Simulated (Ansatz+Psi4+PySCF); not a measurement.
# triplet CH₃N: levels of theory in one basis

```yaml
atoms:
  - { symbol: C, position_ang: [0.0000, 0.0000, 0.0000] }
  - { symbol: H, position_ang: [0.9964, 0.0314, 0.4517] }
  - { symbol: H, position_ang: [-0.7542, 0.1186, 0.7842] }
  - { symbol: H, position_ang: [-0.0955, 0.8206, -0.7178] }
  - { symbol: N, position_ang: [-0.1877, -1.2417, -0.6628] }
```

Basis set: cc-pVTZ (spherical functions). Left uncorrelated: 2 orbitals. Correlation on ROHF uses semicanonical orbitals with singles. Charge 0, multiplicity 3.

Computed with Ansatz (development build ahead of 0.2.0) and Psi4 1.11; each method stands on the lowest determinant of its kind that the runs found.

| method | E − E(ROHF) (eV) | <S²> of the determinant |
| --- | --- | --- |
| ROHF | 0.00 | 2.00 |
| UHF | -0.26 | 2.02 |
| ROHF-MP2 | -8.63 | – |
| UHF-MP2 | -8.61 | 2.02 |
